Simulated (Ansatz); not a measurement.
Start from `C=CCOCF` and change one atom or group to get `C#CCOCF`.

Ansatz, PBE0-D4/def2-TZVP geometries, multiplicity 1. Each molecule was computed in one conformer, which needn't be the lowest.

| property | `C=CCOCF` |
| --- | --- |
| LUMO energy (B3LYP/def2-TZVPP) / eV | -0.29 |
| size of the dipole moment (B3LYP/def2-TZVPP) / D | 1.60 |
| LUMO energy (PBE0/def2-TZVPP) / eV | -0.04 |
| HOMO energy (B3LYP/def2-TZVPP) / eV | -7.61 |
| size of the dipole moment (PBE/def2-TZVPP) / D | 1.48 |
| HOMO energy (ωB97M-V/def2-TZVPP) / eV | -10.12 |

(1) What does the change do to each property? (An estimate is asked.)

Results:

(1) The calculation gave: 
```
                                        property  `C#CCOCF`  shift
             LUMO energy (B3LYP/def2-TZVPP) / eV       0.02   0.31
size of the dipole moment (B3LYP/def2-TZVPP) / D       1.47  -0.13
              LUMO energy (PBE0/def2-TZVPP) / eV       0.28   0.32
             HOMO energy (B3LYP/def2-TZVPP) / eV      -7.92  -0.31
  size of the dipole moment (PBE/def2-TZVPP) / D       1.34  -0.14
           HOMO energy (ωB97M-V/def2-TZVPP) / eV     -10.43  -0.31
```

With PBE0 the HOMO falls by 0.31 eV and the LUMO rises by 0.32 eV, so the gap widens by about 0.63 eV. PBE moves the HOMO by -0.26 eV and ωB97M-V by -0.31 eV. Dipoles are sizes alone; their direction can turn.

B3LYP here is the variant with VWN-RPA as its local correlation; programs differ in this.
